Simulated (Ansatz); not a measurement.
Cubic perovskite BaTiO3 (cubic high-temperature phase) was calculated with PBE+SOC (PAW; Ansatz, a program for electronic structure).

Run with plane-wave cutoff 520 eV, 8×8×8 k mesh, Fermi–Dirac smearing 0.01 eV, PAW data made under PBE.

Energies at three volumes about the minimum:

```csv
V (Å³/atom),E − E_lowest (meV/atom)
12.727,2.74
12.986,0.00
13.246,2.55
```

Problem. Fit a parabola by hand: where is the minimum, what lattice constant follows, and what is the bulk modulus?

Solution. Slopes: (0.00 − 2.74)/(12.986 − 12.727) = -10.579 and (2.55 − 0.00)/(13.246 − 12.986) = 9.808 meV/Å³. Curvature E″ = 2 × (9.808 − (-10.579))/(13.246 − 12.727) = 78.563 meV/Å⁶. From the middle of the first interval, the slope vanishes at V0 = 12.8565 − (-10.579)/78.563 = 12.991 Å³/atom. B = V0 E″ = 12.991 × 78.563 meV/Å³ × 0.1602 GPa per meV/Å³ = 164 GPa. With 5 atoms in the cube, a = (5 × 12.991)^(1/3) = 4.020 Å. The full Birch–Murnaghan fit to all volumes gives V0 = 12.986 Å³/atom and B0 = 163 GPa.

Measured, for comparison: bulk modulus 162 GPa (temperature not stated, not corrected to a static lattice, sources range from 162 to 173; as tabulated in Matsushita et al. (2011), arXiv:1104.2769). Computed less measured: bulk modulus +0.6 % (inside the range of the sources held). A static lattice is as a rule a little smaller and stiffer than an uncorrected measurement, which can account for part of this in the bulk modulus.

Note: the relaxation could not lower the start's symmetry, so the cell can be a saddle point above a distorted one.
